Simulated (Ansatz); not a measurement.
in.yaml

```yaml
crystal:
  periodic: [false, false, false]
  atoms:
    - {symbol: N, position_ang: [0.000000, 0.000000, 1.030901]}
    - {symbol: C, position_ang: [0.000000, 0.000000, -0.947099]}
    - {symbol: H, position_ang: [0.000000, -0.937350, -1.520028]}
    - {symbol: H, position_ang: [0.000000, 0.937349, -1.520028]}
basis:
  gaussian: {orbitals: cc-pVDZ}
magnetization: {spin_polarized: true, initial_magnetization: 1}
correlation: {method: ccsdt_q, electrons: outside_noble_gas}
```

```sh
$ ansatz run in.yaml --threads 1 --pin off --events-out ev --progress --plain --max-ram 2393MiB
```

Log:

```
688 factors; integrals over basis functions are off by at most 1.6e-7 eV
mean field evaluation 1: about -2534.4853 eV, gradient 1.2e1 eV
mean field evaluation 2: about -2534.4858 eV, gradient 1.2e1 eV
mean field evaluation 4: about -2535.9052 eV, gradient 5.0e0 eV
mean field evaluation 8: about -2535.9225 eV, gradient 1.8e0 eV
mean field evaluation 16: about -2539.4789 eV, gradient 2.0e-3 eV
mean field evaluation 32: about -2535.9046 eV, gradient 5.0e0 eV
mean field evaluation 64: about -2535.9715 eV, gradient 1.3e0 eV
mean field evaluation 96: about -2537.8778 eV, gradient 5.7e-5 eV
mean field evaluation 128: about -2538.6347 eV, gradient 3.0e0 eV
mean field evaluation 160: about -2537.2866 eV, gradient 4.6e-1 eV
...
cycle  42  -6.91347024 eV  change   -3.0e-8 eV  update   3.9e-7
cycle  43  -6.91347021 eV  change    3.5e-8 eV  update   3.3e-7
cycle  44  -6.91347034 eV  change   -1.3e-7 eV  update   2.7e-7
cycle  45  -6.91347053 eV  change   -1.9e-7 eV  update   2.0e-7
cycle  46  -6.91347075 eV  change   -2.1e-7 eV  update   1.6e-7
cycle  47  -6.91347087 eV  change   -1.2e-7 eV  update   1.4e-7
cycle  48  -6.91347118 eV  change   -3.1e-7 eV  update   1.2e-7
cycle  49  -6.91347141 eV  change   -2.3e-7 eV  update   1.1e-7
cycle  50  -6.91347151 eV  change   -9.8e-8 eV  update   1.0e-7
cycle  51  -6.91347160 eV  change   -9.5e-8 eV  update   9.4e-8
perturbative correction -0.04457585 eV, -0.0016381322 hartree
Total energy: -2546.43693375 eV, -93.5798312782 hartree
```

Ran on 1 thread of Intel Xeon 6975P-C, shared host: 23 s wall, 0.29 GiB peak host memory.
